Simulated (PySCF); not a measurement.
## Ionisation energy of Ne by level of theory

Ne [Ne] (1S) → Ne+ [He] 2s2 2p5 (2P), as a difference of total energies. Computed with PySCF 2.14 in aug-cc-pVDZ-DK (4s3p2d, 23 functions), with scalar relativity by spin-free X2C-1e. Correlated levels: valence: 1s2 frozen. The calculations carry no spin-orbit coupling.

```
           method  ionisation energy (eV)  plus first-order spin-orbit estimate  error of that sum (eV)
              UHF                  19.829                                19.797                  -1.768
    MP2 (valence)                  21.593                                21.562                  -0.003
SCS-MP2 (valence)                  21.447                                21.416                  -0.149
   CCSD (valence)                  21.372                                21.340                  -0.225
CCSD(T) (valence)                  21.403                                21.371                  -0.194
  CCSDT (valence)                  21.403                                21.371                  -0.194
```

Reference: 21.565 eV (measured; NIST Atomic Spectra Database, ionization energies).

A first-order spin-orbit estimate (lowest level to lowest level, LS coupling) adds -0.031 eV.

Errors of the correlated levels include the incompleteness of this basis and the frozen core.
